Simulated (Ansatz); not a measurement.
MgMeCl (CH3ClMg), relaxed as a singlet with RKS r2SCAN-D4/def2-TZVP in Ansatz, starting from the GFN2-xTB geometry. Force threshold 0.02 eV/Å.

Start:

Cartesian coordinates in Å:
```
Mg 0.4339 -0.9037 0.6997
C -0.3180 0.6517 -0.4721
H -0.7180 1.4397 0.1587
H -1.1128 0.2893 -1.1170
H 0.4676 1.0714 -1.0936
Cl 1.2474 -2.5482 1.8244
```

(1) Estimate the energy that the relaxation releases and the steps that it takes.

(2) Does the start keep its bonding and symmetry?

(3) Predict the relaxed structure.

## Answers

(1) 2.0 kJ/mol, in 3 steps; 6 s on 4 threads of Intel Xeon on a shared host. No frequencies were taken in this run, so the end may be a saddle point.

(2) By distances, no bond broke or formed. The bond that changes most is Mg1–Cl6, from 2.15 to 2.19 Å (atoms count from 1). Point group C3v at the start, C3v at the end, both within 0.05 Å; within 0.015 Å the end is Cs.

(3) 
```tsv
atom	x (Å)	y (Å)	z (Å)
Mg1	0.439	-0.907	0.680
C2	-0.314	0.643	-0.463
H3	-0.723	1.449	0.153
H4	-1.118	0.303	-1.123
H5	0.459	1.084	-1.100
Cl6	1.257	-2.572	1.854
```
Bond lengths: 1 × C–Mg 2.07 Å; 1 × Cl–Mg 2.19 Å; 3 × C–H 1.09 Å.
